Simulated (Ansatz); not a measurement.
Cost and result for the atomization energy of BH₃O₂ (`OBO`) (6 atoms, 5 bonds).

Z-matrix (Å, degrees):
```
B
O 1 1.353
O 1 1.364 2 119.3
H 1 1.198 2 118.4 3 -180.0
H 2 0.963 1 112.3 3 -0.0
H 3 0.958 1 113.2 2 -180.0
```

The species carries charge 0 and has multiplicity 1. The structure was optimised at the PBE0-D4/def2-TZVP level. It is one conformer, not always the lowest. Program: Ansatz. Hardware: A = 2 threads of an AMD EPYC 7R13 on a shared host; B = 2 threads of an AMD EPYC 7R13 on a shared host and a share of an NVIDIA H100 80 GB. Times are those of one run each, without the atoms' runs, and a repeat can differ threefold. Electronic energies, without spin–orbit coupling; frozen cores. CCSD(T)/CBS extrapolates def2-TZVPP and def2-QZVPP, and its time is that of the two runs behind it. T1 = 0.013. B3LYP takes the VWN-RPA correlation (the form of Gaussian; ORCA's B3LYP/G).

CCSD(T)/CBS is a level of theory with its own doubt, some kJ/mol a heavy atom from the limit and from the frozen cores, so smaller differences don't rank the functionals.

```
                                 level  functions  wall time
 B3LYP-D4/def2-TZVPP (with forces) [A]        135      2.8 s
   PBE-D4/def2-TZVPP (with forces) [A]        135        3 s
r2SCAN-D4/def2-TZVPP (with forces) [A]        135      3.4 s
                 B2PLYP/def2-TZVPP [A]        135        4 s
                PBE0-D4/def2-TZVPP [A]        135      4.9 s
                ωB97X-V/def2-TZVPP [A]        135      8.6 s
  ωB97M-V/def2-TZVPP (with forces) [A]        135       10 s
                CCSD(T)/def2-TZVPP [A]        135       19 s
                CCSD(T)/def2-QZVPP [B]        261       23 s
                     CCSD(T)/CBS(def2)          –       42 s
```

Task: What atomization energy does each give, and how far from CCSD(T)/CBS? (Estimate.)

Result: The calculation gave: 
```json
{"level": "B3LYP-D4/def2-TZVPP (with forces) [A]", "atomization (kcal/mol)": "586.0", "difference from CCSD(T)/CBS": "-0.4", "per bond": "-0.1"}
{"level": "PBE-D4/def2-TZVPP (with forces) [A]", "atomization (kcal/mol)": "597.8", "difference from CCSD(T)/CBS": "11.4", "per bond": "2.3"}
{"level": "r2SCAN-D4/def2-TZVPP (with forces) [A]", "atomization (kcal/mol)": "588.9", "difference from CCSD(T)/CBS": "2.5", "per bond": "0.5"}
{"level": "B2PLYP/def2-TZVPP [A]", "atomization (kcal/mol)": "582.9", "difference from CCSD(T)/CBS": "-3.5", "per bond": "-0.7"}
{"level": "PBE0-D4/def2-TZVPP [A]", "atomization (kcal/mol)": "582.8", "difference from CCSD(T)/CBS": "-3.6", "per bond": "-0.7"}
{"level": "ωB97X-V/def2-TZVPP [A]", "atomization (kcal/mol)": "585.0", "difference from CCSD(T)/CBS": "-1.4", "per bond": "-0.3"}
{"level": "ωB97M-V/def2-TZVPP (with forces) [A]", "atomization (kcal/mol)": "589.1", "difference from CCSD(T)/CBS": "2.7", "per bond": "0.5"}
{"level": "CCSD(T)/def2-TZVPP [A]", "atomization (kcal/mol)": "571.7", "difference from CCSD(T)/CBS": "-14.7", "per bond": "-2.9"}
{"level": "CCSD(T)/def2-QZVPP [B]", "atomization (kcal/mol)": "580.5", "difference from CCSD(T)/CBS": "-5.9", "per bond": "-1.2"}
{"level": "CCSD(T)/CBS(def2)", "atomization (kcal/mol)": "586.4", "difference from CCSD(T)/CBS": "0.0", "per bond": "0.0"}
```

From PBE to PBE0 (25 % exact exchange), in def2-TZVPP and without D4, the atomization energy moves by −14.8 kcal/mol: exact exchange takes away binding that semilocal exchange gives to molecules. The D4 term adds +2.0 kcal/mol with B3LYP and +1.0 kcal/mol with PBE0; it sums over pairs of atoms, weighted by their polarisabilities, and B3LYP, whose exchange is more repulsive, gets the larger term. In def2-TZVPP, CCSD(T) changes the Hartree–Fock value by +143.5 kcal/mol (the triples alone add +8.4 kcal/mol) and MP2 by +160.8 kcal/mol; breaking electron pairs costs correlation energy, which Hartree–Fock lacks.
